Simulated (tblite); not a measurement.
Compound: C₅H₈N (doublet state).
Atom-mapped SMILES: `[C:1]#[C:2][CH2:3][CH2:4][CH2:5][NH2:6]` (hydrogens: H7, H8 on C3; H9, H10 on C4; H11, H12 on C5; H13, H14 on N6)
Bond orders are those of one Lewis drawing.

Computed with GFN2-xTB (tblite), gas phase: L-BFGS steps from a force-field or distance-geometry start until the largest atomic force falls under 0.01 eV/Å.

Geometry at step 14:
```
atom  x, y, z in Å
C1     -3.4623    1.0251    0.7837
C2     -2.4187    0.4620    0.6368
C3     -1.1472   -0.2421    0.4695
C4     -0.2567    0.4656   -0.5463
C5      1.0829   -0.2574   -0.6931
N6      1.7682   -0.3323    0.5829
H7     -1.3531   -1.2656    0.1450
H8     -0.6445   -0.2801    1.4373
H9     -0.7515    0.5081   -1.5159
H10    -0.0817    1.4881   -0.2198
H11     1.6810    0.2562   -1.4645
H12     0.9052   -1.2804   -1.0325
H13     2.2358    0.5402    0.8020
H14     2.4418   -1.0878    0.5928
```

**Question.** Give the atomic forces at this geometry.

**Answer.** 
```csv
atom,Fx (eV/Å),Fy (eV/Å),Fz (eV/Å)
C1,-0.040,0.015,0.024
C2,0.052,-0.022,-0.076
C3,-0.005,-0.058,0.012
C4,-0.058,0.053,0.037
C5,0.101,-0.095,-0.029
N6,0.020,-0.025,0.061
H7,-0.049,0.016,-0.011
H8,0.037,0.007,0.012
H9,-0.028,-0.036,-0.071
H10,0.041,0.136,0.072
H11,-0.061,-0.017,-0.032
H12,-0.049,-0.029,-0.038
H13,-0.025,-0.057,0.019
H14,0.063,0.112,0.019
```

The largest, 0.16 eV/Å, acts on H10; the rms over all components is 0.052 eV/Å. The forces sum to zero within rounding, as they must for an isolated molecule in no field.

**Question.** Give the force on H10 in Eh/bohr and in nN.

**Answer.** 0.159 eV/Å ÷ 51.422 = 0.00310 Eh/bohr, and 0.159 eV/Å × 1.602 = 0.26 nN.

**Question.** How far is this geometry from the end of the optimisation?

**Answer.** 0.024 eV above it, and 0.110 Å rms away after alignment. The bonds farthest from their final lengths, with half the difference of the two atoms' forces along the bond (positive lengthens):

| bond | now (Å) | final (Å) | force along bond (eV/Å) |
| --- | --- | --- | --- |
| C4–H10 | 1.088 | 1.092 | +0.05 |
| C4–H9 | 1.089 | 1.092 | +0.04 |
| C5–H12 | 1.092 | 1.094 | -0.02 |

The angle farthest from its final value is C1–C2–C3, 179.2° against 177.0°.

The cost below is that of the whole relaxation. Time: 0.46 s. Hardware: Intel Xeon Platinum 8259CL at 2.50 GHz, one thread, on a shared host.
